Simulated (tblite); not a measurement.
5-fluoropent-1-ene, C5H9F.
Bonds: C1–C2 (double), C2–C3, C3–C4, C4–C5, C5–F6. Hydrogens: H7, H8 on C1; H9 on C2; H10, H11 on C3; H12, H13 on C4; H14, H15 on C5.

The geometry is computed with GFN2-xTB (gas phase).

(1) What internal coordinates does the optimisation give?

Results:

(1) 
| bond | length (bohr) |
| --- | --- |
| C1=C2 | 2.493 |
| C2–C3 | 2.825 |
| C3–C4 | 2.896 |
| C4–C5 | 2.875 |
| C5–F6 | 2.599 |
| C1–H7 | 2.037 |
| C1–H8 | 2.034 |
| C2–H9 | 2.046 |
| C3–H10, C3–H11 | 2.065 |
| C4–H12, C4–H13 | 2.063 |
| C5–H14, C5–H15 | 2.069 |

Bonds in one row agree within 0.02 bohr and their mean is given. A selection of angles:
| angle | degrees |
| --- | --- |
| C2–C1–H7 | 121.8 |
| C2–C1–H8 | 122.1 |
| H7–C1–H8 | 116.2 |
| C1–C2–C3 | 124.6 |
| C1–C2–H9 | 120.2 |
| C3–C2–H9 | 115.2 |
| C2–C3–C4 | 111.1 |
| C2–C3–H10 | 110.0 |
| C4–C3–H10 | 109.7 |
| C4–C3–H11 | 108.4 |
| H10–C3–H11 | 108.3 |
| C3–C4–C5 | 111.9 |
| C3–C4–H12 | 109.9 |
| C5–C4–H12 | 108.3 |
| C5–C4–H13 | 108.7 |
| H12–C4–H13 | 108.3 |
| C4–C5–F6 | 110.5 |
| C4–C5–H14 | 111.5 |
| F6–C5–H14 | 106.5 |
| H14–C5–H15 | 109.9 |

Dihedral angles: C1–C2–C3–C4 122° (anticlinal); C2–C3–C4–C5 178° (antiperiplanar); C3–C4–C5–F6 -66° (synclinal). The mirror-image conformer, all signs reversed, is as good.

Of the pairs four or more bonds apart, F6···H11 is among the closest relative to their van der Waals radii: 2.63 Å, 99 % of the sum of Bondi's values. The 4 C–C bonds span 1.319 Å (C1=C2, drawn double) to 1.532 Å (C3–C4, drawn single), a spread of 0.213 Å.

Point group: C1 (no symmetry element, even within 0.4 Å). Its GFN2-xTB frequencies are all real (lowest 62 cm⁻¹). One conformer, not necessarily the lowest. 3 starts were optimised and ended at 0.00, 0.01 and 0.96 kcal/mol (GFN2-xTB); the lowest of these is shown.
